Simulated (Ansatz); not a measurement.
C2H2FNO can be A, `O=C=NCF`, or B, `N=C=C(O)F`.

Computed with Ansatz on PBE0-D4/def2-TZVP structures; ΔE is electronic, products minus reactants. CCSD(T)/CBS is the MP2 limit (def2-TZVPP, def2-QZVPP) plus CCSD(T) − MP2 in def2-TZVPP, frozen cores. Functionals use def2-TZVPP. B3LYP here is the variant with VWN-RPA as its local correlation; programs differ in this. Each species was taken in one conformer, which may not be the lowest.

Q: Which isomer does CCSD(T)/CBS put lower? Give the gap. (Best estimate.)

A: Ansatz gave: A, by 45.3 kcal/mol.

Q: Give E(B) − E(A) in kcal/mol with PBE-D4, HF/def2-TZVPP, BLYP-D4, CCSD(T)/def2-TZVPP, r2SCAN-D4, B3LYP-D4, MP2/def2-TZVPP. (An estimate is asked.)

A: Computed: PBE-D4 44.8, HF/def2-TZVPP 52.2, BLYP-D4 45.4, CCSD(T)/def2-TZVPP 46.2, r2SCAN-D4 47.3, B3LYP-D4 46.3, MP2/def2-TZVPP 50.9. None reverses the order clearly.

Q: Does the order hold for the free energy at 298.15 K (harmonic terms from PBE0-D4)? (An estimate is asked.)

A: Computed: Yes: G(B) − G(A) = +45.2 kcal/mol, for one conformer each. Modes under 60 cm⁻¹, often nearly free rotors, make the harmonic entropy too high.

Largest T1 diagnostic: 0.015.

From PBE to PBE0 (25 % exact exchange), in def2-TZVPP and without D4, E(B) − E(A) moves by +1.4 kcal/mol. At CCSD(T), def2-SVP lies +4.6 kcal/mol from the extrapolated value and def2-TZVPP +0.9 kcal/mol.
